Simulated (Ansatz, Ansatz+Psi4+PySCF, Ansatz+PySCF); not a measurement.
```xyz
6

C    -0.9783   -0.6478    0.0000
C     0.0000    0.5063    0.0000
H    -0.4556   -1.6078    0.0000
H    -1.6176   -0.5633    0.8811
H    -1.6176   -0.5633   -0.8811
O     1.1951    0.4479    0.0000
```

Basis set: cc-pVTZ (spherical functions). Frozen core: 3 orbitals. Correlation on ROHF uses semicanonical orbitals with singles. Charge 0, multiplicity 2.

Computed with Ansatz (development build ahead of 0.2.0); each method stands on the lowest determinant of its kind that the runs found.

The atomization energy at this shape (free ground-state atoms in the same class of orbitals less the molecule, no zero-point energy) of doublet C₂H₃O:

| method | atomization energy |
| --- | --- |
| ROHF-MP2 | 2425.1 kJ/mol |
| UHF-MP2 | 2421.2 kJ/mol |
| ROHF | 1760.2 kJ/mol |
| UHF | 1731.8 kJ/mol |

Question: What does ROHF-CCSD(T) give?

Answer: 2366.0 kJ/mol.
